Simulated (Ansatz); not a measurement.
Reactions of C2H4N2O, SMILES `OC1=NCN1`.

Gas-phase electronic energies from Ansatz, PBE0-D4/def2-TZVP geometries. CCSD(T)/CBS is the MP2 limit (def2-TZVPP, def2-QZVPP) plus CCSD(T) − MP2 in def2-TZVPP, frozen cores. This one scheme is used for every species, atoms too. No spin–orbit coupling; open shells (•) take unrestricted orbitals. Spin–orbit coupling would lower the free atoms: a little for C, O. One conformer a species, not always the lowest.

```
                            reaction  CCSD(T)/def2-SVP (eV)  CCSD/CBS(def2) (eV)
            `OC1=NCN1` → `N=CC(N)=O`                  -1.33                -1.23
               `OC1=NCN1` → `N#COCN`                  -0.25                -0.18
            `OC1=NCN1` → `N=C=C(N)O`                   0.84                 0.75
            `OC1=NCN1` → `C=NC(=N)O`                  -0.59                -0.50
             `OC1=NCN1` → `N=C1OC1N`                   0.34                 0.38
`OC1=NCN1` → 2 C• + 4 H• + 2 N• + O•                  35.10                36.59
 `OC1=NCN1` + H–F → `FC1=NCN1` + H₂O                   0.32                 0.31
           `OC1=NCN1` → `NC1(O)C=N1`                   0.83                 0.81
```

Task: Give the CCSD(T)/CBS values in the same order. (An estimate is asked.)

Result: Ansatz gave: -1.23, -0.17, 0.73, -0.51, 0.31, 37.48, 0.32, 0.80 eV.

Largest T1 diagnostic: 0.016, for `N=C1OC1N`.
